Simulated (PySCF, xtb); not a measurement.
ClH, SMILES Cl.

GFN2-xTB run with xtb 6.7.1 at its own geometry gives an orbital gap of 9.18 eV and a dipole moment of 1.05 D.

Geometry: B3LYP-D3(BJ)/def2-TZVPD.

**Question.** What does CAM-B3LYP/def2-TZVPD in PySCF give? (The exact figures need the calculation; the answer reports its results.)

**Answer.** gap 11.53 eV (levels -10.95 and 0.59 eV), dipole 1.13 D.
